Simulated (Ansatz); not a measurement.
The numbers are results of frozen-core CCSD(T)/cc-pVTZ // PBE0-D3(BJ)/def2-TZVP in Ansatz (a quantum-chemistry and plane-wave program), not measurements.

Ansatz 0.2 input:
```yaml
crystal:
  periodic: [false, false, false]
  atoms:
    - { symbol: C, position_ang: [0.929347, -0.401386, -0.056352] }
    - { symbol: C, position_ang: [-0.537842, -0.058707, -0.018594] }
    - { symbol: O, position_ang: [-0.658867, 1.329977, 0.223908] }
    - { symbol: H, position_ang: [1.431682, 0.157175, -0.848655] }
    - { symbol: H, position_ang: [1.06889, -1.468622, -0.242005] }
    - { symbol: H, position_ang: [1.404913, -0.149403, 0.893604] }
    - { symbol: H, position_ang: [-1.037102, -0.636617, 0.771847] }
    - { symbol: H, position_ang: [-1.01029, -0.329527, -0.973312] }
    - { symbol: H, position_ang: [-1.590732, 1.557111, 0.24956] }
basis:
  gaussian: { orbitals: cc-pVTZ }
correlation:
  method: ccsd_t
```

Output:

```
Functional definition: HF
983 factors; integrals over basis functions are off by at most 1.1e-3 eV
mean field evaluation 1: about -4191.7819 eV, gradient 3.5e1 eV
mean field evaluation 2: about -4191.7826 eV, gradient 3.5e1 eV
mean field evaluation 4: about -4194.4028 eV, gradient 3.4e0 eV
mean field evaluation 8: about -4194.4374 eV, gradient 1.3e-4 eV
mean field evaluation 16: about -4194.4382 eV, gradient 1.9e-1 eV
mean field -4194.43744677 eV, -154.1427330769 hartree, gradient 1.4e-6 eV, S^2 0.000000; 0 other end points of the search recorded, 0 dependent functions left out
3 core orbitals not correlated
reference -4194.43744677 eV, -154.1427330769 hartree; 10, 10 occupied and 161, 161 virtual orbitals, 983 factors
second order -16.36530554 eV of doubles, -0.00000000 eV of singles
cycle   1  -16.71913473 eV  change   -3.5e-1 eV  update   7.2e-2
cycle   2  -17.09037931 eV  change   -3.7e-1 eV  update   2.0e-2
cycle   3  -17.15370922 eV  change   -6.3e-2 eV  update   8.5e-3
cycle   4  -17.14983747 eV  change    3.9e-3 eV  update   1.8e-3
cycle   5  -17.15046682 eV  change   -6.3e-4 eV  update   6.6e-4
cycle   6  -17.15070085 eV  change   -2.3e-4 eV  update   1.8e-4
cycle   7  -17.15062715 eV  change    7.4e-5 eV  update   6.8e-5
cycle   8  -17.15062285 eV  change    4.3e-6 eV  update   2.5e-5
cycle   9  -17.15062507 eV  change   -2.2e-6 eV  update   8.7e-6
perturbative correction -0.60388784 eV, -0.0221924686 hartree
Total energy: -4212.19195967 eV, -154.7951993917 hartree
```

Cost: very roughly 19 core-seconds.
